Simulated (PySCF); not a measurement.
# First hyperpolarisability: `InChI=1S/C4H4N2/c5-2-1-4-3-6-4/h1,3H2`

Geometry (Å), atoms numbered from 1 in this order:
```xyz
10

N    -1.954    1.913    0.467
C    -1.572    0.873    0.192
C    -1.073   -0.437   -0.163
C     0.384   -0.396   -0.332
N     1.363   -0.755   -1.028
C     1.653    0.068    0.198
H    -1.317   -1.132    0.650
H    -1.555   -0.781   -1.084
H     2.113   -0.441    1.035
H     1.966    1.092    0.042
```

Computed, not measured: quadratic response BHandHLYP/aug-cc-pVDZ first hyperpolarisability, Taylor convention, gas phase (PySCF 2.14.0). Geometry: GFN2-xTB.

**Question.** Give β for the processes computed.

**Answer.** In au, Taylor convention; the vector part is βᵢ = ⅓ Σⱼ (βᵢⱼⱼ + βⱼᵢⱼ + βⱼⱼᵢ); β∥ is 3/5 of the vector part along the dipole, the dipole points from − to +:
```
                   process  λ (nm)  β vector norm     β∥  β HRS  depolarisation ratio
           static β(0;0,0)       ∞           41.9  -12.0   27.3                  2.27
second harmonic β(−2ω;ω,ω)    1550           45.4  -13.2   28.9                  2.32
         Pockels β(−ω;ω,0)    1550           43.0  -12.4      –                     –
second harmonic β(−2ω;ω,ω)    1064           49.8  -14.6   31.0                  2.38
         Pockels β(−ω;ω,0)    1064           44.3  -12.8      –                     –
second harmonic β(−2ω;ω,ω)   694.3           64.7  -19.4   37.6                  2.56
         Pockels β(−ω;ω,0)   694.3           47.9  -14.0      –                     –
```

**Question.** Which lowest excitations, dipole and polarisabilities go with it?

**Answer.** S1 5.34 eV (f = 0.000); S2 7.05 eV (f = 0.076); S3 7.42 eV (f = 0.055); dipole 2.65 D; isotropic α 53.7 au static, 53.8 au at 1550 nm, 54.1 au at 1064 nm, 54.4 au at 775 nm, 54.6 au at 694.3 nm, 55.3 au at 532 nm, 57.9 au at 347.1 nm.
